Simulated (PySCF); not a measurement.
## Core-level binding energies of `FP(F)F`

PF3.
Cartesian coordinates in Å at the PBE0-D3(BJ)/def2-SVP level; atoms count from 1:
```xyz
4
PF3 angstrom
P     -0.0059    0.0034    0.5972
F      1.3850   -0.0281   -0.1852
F     -0.6651    1.2102   -0.2133
F     -0.7141   -1.1855   -0.1987
```

Computed, not measured: PySCF, delta-SCF UKS SCAN, pcX-2 on the ionised atom, pcseg-1 elsewhere, spin-free X2C. Each binding energy is the total energy of the core-ionised species, with the hole localised on one atom, minus that of the ground state; both are solved self-consistently, so orbital relaxation is included.

What binding energy does each computed site have?

```json
{"atom(s)": "P1", "environment": "phosphorus bonded to 3 F", "level": "P 1s", "binding energy (eV)": "2156.05", "count": "1"}
{"atom(s)": "F2/F3/F4", "environment": "fluorine bonded to P", "level": "F 1s", "binding energy (eV)": "693.87", "count": "3"}
```

Which photon wavelength matches the P 1s of P1 threshold?

λ = hc/E = 12398.42 eV Å / 2156.05 eV = 5.751 Å.

Give the binding energy of P 1s of P1 in hartree and in kJ/mol.

2156.05 eV = 79.2334 Eh = 208027 kJ/mol.

Atoms equivalent by their bonding share one computed value, that of the first of them. Not every level is listed. Isolated species at its PBE0-D3(BJ)/def2-SVP geometry, gas phase.

Time: 4.2 s of wall time. Hardware: Arm Neoverse V1, one thread, no GPU, shared host.
